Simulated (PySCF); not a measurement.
Bonds (- single, = double, # triple, : aromatic): C1-C2, C2-C3, C2-C4, C4=O5, C4-Cl6. C1 carries H7, H8, H9; C2 carries H10; C3 carries H11, H12, H13.

GIAO shifts from PySCF 2.14 on PBE0-D3(BJ)/def2-SVP geometries (one conformer, non-relativistic, equivalent nuclei averaged), against TMS at the same level and in the same medium; PCM means IEF-PCM chloroform.

Measured (solution, not stated per compound (mostly CDCl3 or CCl4); Pretsch, Buehlmann, Badertscher, Structure Determination of Organic Compounds, 4th ed. (2009)): C2 46.5, C1/C3 19.0, H10 2.97, H7/H8/H9/H11/H12/H13 1.31 ppm.

Which unscaled values do PBE0/pcSseg-1, PCM; WP04/pcSseg-1, PCM; wB97X-D/pcSseg-1, PCM give, and how close are they?

## Answers


```json
{"atoms": "C2", "measured": "46.5", "PBE0/pcSseg-1, PCM": "50.6", "WP04/pcSseg-1, PCM": "54.0", "wB97X-D/pcSseg-1, PCM": "50.3"}
{"atoms": "C1/C3", "measured": "19.0", "PBE0/pcSseg-1, PCM": "20.7", "WP04/pcSseg-1, PCM": "22.1", "wB97X-D/pcSseg-1, PCM": "20.7"}
{"atoms": "H10", "measured": "2.97", "PBE0/pcSseg-1, PCM": "2.64", "WP04/pcSseg-1, PCM": "2.68", "wB97X-D/pcSseg-1, PCM": "2.56"}
{"atoms": "H7/H8/H9/H11/H12/H13", "measured": "1.31", "PBE0/pcSseg-1, PCM": "1.27", "WP04/pcSseg-1, PCM": "1.32", "wB97X-D/pcSseg-1, PCM": "1.28"}
```

Mean absolute error for 13C: PBE0/pcSseg-1, PCM 2.9, WP04/pcSseg-1, PCM 5.3, wB97X-D/pcSseg-1, PCM 2.7 ppm.

Mean absolute error for 1H: PBE0/pcSseg-1, PCM 0.19, WP04/pcSseg-1, PCM 0.15, wB97X-D/pcSseg-1, PCM 0.22 ppm.

Carbons that carry Cl, above all several Cl atoms, come out too deshielded, partly because spin–orbit coupling is missing.
